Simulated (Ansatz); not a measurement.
Relaxation of BFH3O (6 atoms, charge 0, multiplicity 2), to a largest force component of 0.03 eV/Å in at most 50 steps.

Computed with UKS LDA/6-31G* (Ansatz).

```xyz
6
Properties=species:S:1:pos:R:3
B -0.088 -0.084 -0.166
H -0.047 -0.116 1.036
O 0.966 -0.381 -0.947
H 1.748 -0.623 -0.415
F -1.213 0.263 -0.764
H 0.234 -0.011 2.871
```

Question: Where does it end, and by what steps?

Answer: The run converged. The force dipped under the threshold on the way, but the program's further checks kept it going. After 7 steps the energy has fallen by 0.008 eV; H6 moved furthest, 0.14 Å.

| step | energy less start (eV) | largest force component (eV/Å) | accepted |
| --- | --- | --- | --- |
| 0 | 0.0000 | 0.446 | yes |
| 1 | -0.0039 | 0.165 | yes |
| 2 | -0.0031 | 0.216 | no |
| 3 | -0.0049 | 0.033 | yes |
| 4 | -0.0067 | 0.030 | yes |
| 5 | -0.0067 | 0.025 | yes |
| 6 | -0.0080 | 0.043 | yes |
| 7 | -0.0082 | 0.018 | yes |

```xyz
6
Properties=species:S:1:pos:R:3
B -0.087 -0.074 -0.146
H -0.028 -0.073 1.085
O 0.962 -0.396 -0.927
H 1.751 -0.620 -0.397
F -1.219 0.251 -0.738
H 0.219 -0.040 2.739
```

Whether the end is a true minimum wasn't checked by a vibrational analysis.

The run took 8.6 s on 1 thread of Arm Neoverse V1 (shared host), peak memory 0.12 GiB.
